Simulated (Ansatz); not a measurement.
# CN (charge -1): a ladder of basis sets

Program: the Ansatz DFT code, driven from Python.

Typed at the interpreter:
```pycon
>>> import warnings
>>> import ansatz as az
>>> from ase import Atoms
>>> warnings.simplefilter("ignore", az.DeckWarning)
>>> atoms = Atoms(["C", "N"], positions=[
...     (0.0, 0.0, 0.0),
...     (0.0, 0.0, 1.465),
... ])
>>> cn = az.Crystal.molecule_from_ase(atoms)
>>> calc = cn.calculation().correlation("MP2").charge(-1)
>>> energies = {}
>>> for basis in ["cc-pVDZ", "cc-pVTZ", "cc-pVQZ"]:
...     rep = calc.basis(gaussian=basis).run(threads=1).report
...     size = rep["n_frozen"] + rep["n_occupied"][0] + rep["n_virtual"][0]
...     energies[basis] = (rep["reference_energy_ev"] / 27.211386246, rep["free_energy_ev"] / 27.211386246)
...     print(f"{basis:14s} {size:4d} orbitals  reference {energies[basis][0]:14.6f} Ha  total {energies[basis][1]:14.6f} Ha")
...
cc-pVDZ          28 orbitals  reference     -92.173259 Ha  total     -92.510439 Ha
cc-pVTZ          60 orbitals  reference     -92.203941 Ha  total     -92.601666 Ha
cc-pVQZ         110 orbitals  reference     -92.214978 Ha  total     -92.635636 Ha
>>> small, large = (energies[b][1] - energies[b][0] for b in ("cc-pVTZ", "cc-pVQZ"))
>>> limit = (4 ** 3 * large - 3 ** 3 * small) / (4 ** 3 - 3 ** 3)
>>> print(f"correlation energy: {small:.6f} and {large:.6f} Ha, extrapolated {limit:.6f} Ha")
correlation energy: -0.397725 and -0.420658 Ha, extrapolated -0.437393 Ha
>>> print(f"share caught by the larger set: {100 * large / limit:.1f} %")
share caught by the larger set: 96.2 %
```

Against cc-pVDZ: cc-pVTZ -91.2 mHa and cc-pVQZ -125.2 mHa. The last step alone is -33.97 mHa.

These settings explore the input space; basis and method may be short of convergence. The geometry is a force-field or estimated start, not a minimum of this method, and the last set is no limit. Much of the fall in a total is atomic energy, which cancels in bond and reaction energies. Inner cores stay frozen, so this is valence correlation. The spin state was assumed, and another may lie lower. An extrapolation from small basis sets is rough. Anions want diffuse functions, which this basis lacks. The whole script took 1.4 s on 1 thread of Intel(R) Xeon(R) Processor @ 2.30GHz, on a shared host, peak memory 0.24 GiB.
